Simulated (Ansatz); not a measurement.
Z-matrix (Å, degrees):
```
C
C 1 1.518
H 1 1.093 2 111.1
H 1 1.091 2 110.9 3 119.9
H 1 1.091 2 110.9 3 -119.9
C 2 1.513 1 112.7 3 -60.8
H 2 1.095 1 110.2 3 60.0
H 2 1.096 1 110.2 3 177.6
C 6 1.504 2 112.3 1 -178.5
F 6 1.389 2 109.3 1 -58.1
H 6 1.097 2 110.8 1 59.0
F 9 1.378 6 110.8 2 -171.3
H 9 1.095 6 110.0 2 -51.7
H 9 1.094 6 110.1 2 69.1
```

Total charge 0; spin multiplicity 1.

List the B3LYP/def2-TZVPP orbital energies in eV (Ansatz 0.2.0). (Estimate.)

The calculation gave: Occupied: -671.31, -671.23, -279.11, -279.04, -277.22, -276.77, -32.84, -32.50, -22.27, -20.33, -17.80, -16.62, -14.63, -13.91, -13.89, -13.03, -12.71, -12.03, -10.98, -10.89, -10.53, -9.92, -9.60, -9.30, -8.97. Lowest empty: 0.77, 1.41, 1.61, 1.82, 2.18, 2.78, 3.10, 3.23.

B3LYP here is the variant with VWN-RPA as its local correlation; programs differ in this.
